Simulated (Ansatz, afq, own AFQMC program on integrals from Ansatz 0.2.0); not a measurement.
Integrals from Ansatz 0.2.0, then the random walk in our own AFQMC program (afq).

```yaml
crystal:
  periodic: [false, false, false]
  atoms:
    - {symbol: Si, position_ang: [0.022111, 0.154148, 0.567927]}
    - {symbol: O, position_ang: [-0.091682, -0.300620, -1.018313]}
    - {symbol: H, position_ang: [0.108608, 1.003466, 1.797967]}
    - {symbol: H, position_ang: [0.730591, -0.526833, -1.458789]}
basis:
  gaussian: {orbitals: cc-pVDZ}
magnetization: {spin_polarized: true, initial_magnetization: 2}
correlation: {method: ccsd_t, electrons: outside_noble_gas, hamiltonian_folder: ham}
```

```sh
$ ansatz run in.yaml --threads 1 --pin off --events-out ev --progress --plain --max-ram 1382MiB
```

Options of the walk:

```
--method free --trial cisd --walkers 60 --time-step 0.03 --max-blocks 80 --target-error 0.00042 --factor-cut 1e-05 --seed 4864 --times 0,0.21,0.42,0.81,1.2,1.8,2.4,3 --taylor-order 8
```

Times are imaginary, in 1/Eh. The walk had a cap of 1252 s.

afq prints:

```
orbitals 36  electrons 7 5  factors 268 of 399
reference energy -364.86935636 Eh
CCSD correlation -0.27752533 Eh in 15 cycles, weight of the determinant in the CISD state 0.8959
repeat  energy at the last time / Eh  error
    10  -365.157703  0.001533
    20  -365.157810  0.001142
    30  -365.156918  0.000934
    40  -365.155545  0.000929
    50  -365.155965  0.000900
    60  -365.155259  0.000813
    70  -365.155222  0.000699
    80  -365.155247  0.000636
time / (1/Eh)  energy / Eh  error  mean overlap
  0.00  -365.146845  0.000241  1.1166
  0.21  -365.150490  0.000277  1.1223
  0.42  -365.152426  0.000299  1.1268
  0.81  -365.154562  0.000331  1.1118
  1.20  -365.154153  0.000400  1.1237
  1.80  -365.154985  0.000420  1.1088
  2.40  -365.154962  0.000544  1.1059
  3.00  -365.155247  0.000636  1.0921
energy -365.155247 +/- 0.000636 Eh
```

The run passed its tests (error under three times the target), which doesn't prove that it has relaxed.

Against this walk (error 17.3 meV) on the same determinant: CCSD(T) 46.9 meV higher, CCSDT(Q) 5.0 meV higher (within the noise). The error is statistical, and a free projection of finite length keeps a remainder of its start.

Cautions: remainder of the start not in the error; error above the target (17.3 against 11.4 meV); lower spins were not checked.

The walk took 3.7 min on 1 thread of Arm Neoverse V2, with other jobs on the host. The log's last line is the free-projection energy.

CCSDT and higher add their correlation energy to the determinant of the CCSD(T) run, since their own runs factorise the integrals more tightly (a shift of under 2 meV).
